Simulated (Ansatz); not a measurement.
Ansatz (an electronic-structure program) input (CCSD(T)/cc-pV(Q+d)Z): A basis named .json is the Basis Set Exchange file of that set (core-valence sets with the plain set on hydrogen).

Ansatz 0.2 input:
```yaml
crystal:
  periodic: [false, false, false]
  atoms:
    - {symbol: C, position_ang: [0.01118773, 0.75889942, -0.01238914]}
    - {symbol: C, position_ang: [1.30488840, 1.02329449, 0.00343307]}
    - {symbol: Cl, position_ang: [-0.63700773, -0.85323169, 0.00417952]}
    - {symbol: H, position_ang: [-0.75905041, 1.51625302, -0.03695357]}
    - {symbol: H, position_ang: [2.05291747, 0.24314247, 0.02802818]}
    - {symbol: H, position_ang: [1.63880765, 2.05237986, -0.00839007]}
basis:
  gaussian:
    orbitals: cc-pV_Q+d_Z.json
magnetization: {spin_polarized: false}
correlation: {method: ccsd_t, frozen_orbitals: {C: 0, Cl: 1, H: 0}}
```

Output:

```
Functional definition: HF
integrals: 1.88 GiB planned
1553 factors; integrals over basis functions are off by at most 1.2e-3 eV
mean field: 1.15 GiB planned
mean field evaluation 1: about -14611.0914 eV, gradient 2.5e1 eV
mean field evaluation 2: about -14611.0926 eV, gradient 2.5e1 eV
mean field evaluation 4: about -14612.7816 eV, gradient 2.8e0 eV
mean field evaluation 8: about -14612.8190 eV, gradient 1.5e-1 eV
mean field evaluation 16: about -14612.8147 eV, gradient 9.0e-1 eV
mean field -14612.81914974 eV, -537.0111988285 hartree, gradient 4.7e-6 eV, S^2 0.000000; 0 other end points of the search recorded, 0 dependent functions left out
1 core orbitals not correlated
reference -14612.81914974 eV, -537.0111988285 hartree; 15, 15 occupied and 248, 248 virtual orbitals, 1553 factors
second order -20.30259242 eV of doubles, -0.00000000 eV of singles
coupled cluster: 4.59 GiB planned
cycle   1  -20.56398897 eV  change   -2.6e-1 eV  update   8.1e-2
cycle   2  -20.96977128 eV  change   -4.1e-1 eV  update   2.5e-2
cycle   3  -21.05179768 eV  change   -8.2e-2 eV  update   1.2e-2
cycle   4  -21.04366571 eV  change    8.1e-3 eV  update   3.1e-3
cycle   5  -21.04371562 eV  change   -5.0e-5 eV  update   1.3e-3
cycle   6  -21.04440792 eV  change   -6.9e-4 eV  update   2.6e-4
cycle   7  -21.04437860 eV  change    2.9e-5 eV  update   1.2e-4
cycle   8  -21.04432701 eV  change    5.2e-5 eV  update   3.9e-5
cycle   9  -21.04433650 eV  change   -9.5e-6 eV  update   1.8e-5
perturbative correction -0.82696737 eV, -0.0303904902 hartree
Total energy: -14634.69045361 eV, -537.8149544208 hartree
```
